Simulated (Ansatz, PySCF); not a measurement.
System: CHO$_{2}$, net charge 0, doublet state. It need not be the lowest isomer of its formula. 
Coordinates optimised at B3LYP-D3(BJ)/def2-TZVP (Ansatz, a quantum-chemistry and plane-wave program):
```xyz
4

O     -1.0465    -0.3887    -0.0006
C     -0.0138     0.4391     0.0046
O      1.1479     0.2237    -0.0014
H     -0.7282    -1.3146    -0.0112
```
Charge 0, spin multiplicity 2.

Quantity: atomisation energy (electronic, to ground-state atoms), in kcal/mol. Valence correlation only, unless marked. Open shells are spin-unrestricted. Spin-orbit coupling is left out. Non-relativistic unless marked X2C. The coupled-cluster limit lacks core correlation, which all-electron functionals hold. Basis-set limits of correlation are two-point, X^-3; Hartree-Fock from the larger set. [CCSD(T)-MP2]/basis is that difference in the basis named.

| level | program | atomisation energy (kcal/mol) |
|---|---|---|
| RI-HF/aug-cc-pVQZ | Ansatz | 246.2 |
| SVWN5/def2-TZVPD | Ansatz | 483.9 |
| BLYP-D3(BJ)/def2-TZVPD | Ansatz + dftd3 | 405.4 |
| BP86/def2-TZVPD | PySCF | 418.7 |
| B3LYP-D3(BJ)/def2-TZVPD | Ansatz + dftd3 | 394.7 |
| TPSSh-D4/def2-TZVPD | PySCF + dftd4 | 388.8 |
| r2SCAN0-D4/def2-TZVPD | Ansatz + dftd4 | 382.2 |

Problem. Estimate the value at RI-MP2/CBS(aug-cc-pVTZ,aug-cc-pVQZ)+[CCSD(T)-MP2]/aug-cc-pVTZ as computed with Ansatz.

Solution. 393.6 kcal/mol
